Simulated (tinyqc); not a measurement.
Inside a calculation. Method: coupled-perturbed Hartree-Fock on RHF in the sto-3g basis, for CH3-, spin multiplicity 1. The basis has no diffuse functions, so it cannot describe the extra electron: this is an exercise in the method, not the real anion. One step of it, computed by the program tinyqc.

Problem. Iteration 8 (converged): orbitals. Diagonalise F' = X^T F X, C = X C', fill 5 alpha and 5 beta electrons from the bottom; D = 2 C_occ C_occ^T. Each column has its largest component positive (the first on a tie).

converged F (hartree), lower triangle:
```
             1C 1s      1C 2s     1C 2px     1C 2py    1C 2pz      2H 1s      3H 1s      4H 1s
1C 1s   -10.353368
1C 2s    -2.818881  -1.007450
1C 2px   -0.000002  -0.000043   0.229637
1C 2py    0.000000   0.000000   0.000000   0.229348
1C 2pz    0.007911   0.024568   0.000010   0.000000  0.226454
2H 1s    -0.801549  -0.538850  -0.229300   0.000000  0.030848  -0.137318
3H 1s    -0.801688  -0.538925   0.114567  -0.198630  0.030856  -0.192280  -0.137417
4H 1s    -0.801688  -0.538925   0.114567   0.198630  0.030856  -0.192280  -0.192162  -0.137417
```

X, lower triangle:
```
            1C 1s      1C 2s     1C 2px     1C 2py    1C 2pz      2H 1s      3H 1s     4H 1s
1C 1s    1.028617
1C 2s   -0.170809   1.511862
1C 2px  -0.000012   0.000114   1.220387
1C 2py   0.000000   0.000000   0.000000   1.220713
1C 2pz   0.003443  -0.040555  -0.000009   0.000000  1.003373
2H 1s    0.026174  -0.380836  -0.382197   0.000000  0.031773   1.313474
3H 1s    0.026170  -0.380866   0.190950  -0.331177  0.031777  -0.037565   1.313551
4H 1s    0.026170  -0.380866   0.190950   0.331177  0.031777  -0.037565  -0.037642  1.313551
```

Give: F' = X^T F X; orbital energies; coefficients C; D after iteration 8.

Solution.

F' = X^T F X (hartree), lower triangle:
```
          1        2        3        4       5        6        7       8
1  -10.1093
2   -1.5877   0.1732
3    0.0000   0.0001   0.6747
4    0.0000   0.0000   0.0000   0.6750
5    0.0131  -0.0426   0.0000   0.0000  0.2330
6   -0.1366  -0.4737  -0.5638   0.0000  0.0473   0.4318
7   -0.1366  -0.4738   0.2817  -0.4884  0.0473  -0.0739   0.4318
8   -0.1366  -0.4738   0.2817   0.4884  0.0473  -0.0739  -0.0740  0.4318
```

orbital energies (hartree): MO1 -10.3609, MO2 -0.4249, MO3 -0.1055, MO4 -0.1053, MO5 0.2259, MO6 1.1407, MO7 1.2857, MO8 1.2863

coefficients C:
```
            MO1      MO2      MO3      MO4      MO5      MO6      MO7      MO8
1C 1s    0.9918  -0.2114   0.0000   0.0000  -0.0292  -0.2451  -0.0003   0.0000
1C 2s    0.0382   0.5463   0.0000  -0.0001   0.1356   1.5599   0.0019   0.0000
1C 2px   0.0000   0.0000   0.0000   0.4583   0.0000  -0.0012   1.2240   0.0000
1C 2py   0.0000   0.0000   0.4583   0.0000   0.0000   0.0000   0.0000   1.2245
1C 2pz  -0.0018  -0.0330   0.0000   0.0000   0.9917  -0.1637  -0.0002   0.0000
2H 1s   -0.0078   0.2662   0.0000   0.5729  -0.0300  -0.7643  -1.0182   0.0000
3H 1s   -0.0078   0.2662   0.4960  -0.2864  -0.0300  -0.7662   0.5076  -0.8812
4H 1s   -0.0078   0.2662  -0.4960  -0.2864  -0.0300  -0.7662   0.5076   0.8812
```

D after iteration 8, lower triangle:
```
          1C 1s    1C 2s   1C 2px   1C 2py   1C 2pz    2H 1s    3H 1s   4H 1s
1C 1s    2.0584
1C 2s   -0.1632   0.6366
1C 2px   0.0000  -0.0001   0.4202
1C 2py   0.0000   0.0000   0.0000   0.4200
1C 2pz  -0.0474   0.2329   0.0000   0.0000   1.9693
2H 1s   -0.1263   0.2819   0.5252   0.0000  -0.0770   0.7999
3H 1s   -0.1263   0.2822  -0.2625   0.4546  -0.0771  -0.1845   0.7997
4H 1s   -0.1263   0.2822  -0.2625  -0.4546  -0.0771  -0.1845  -0.1843  0.7997
```
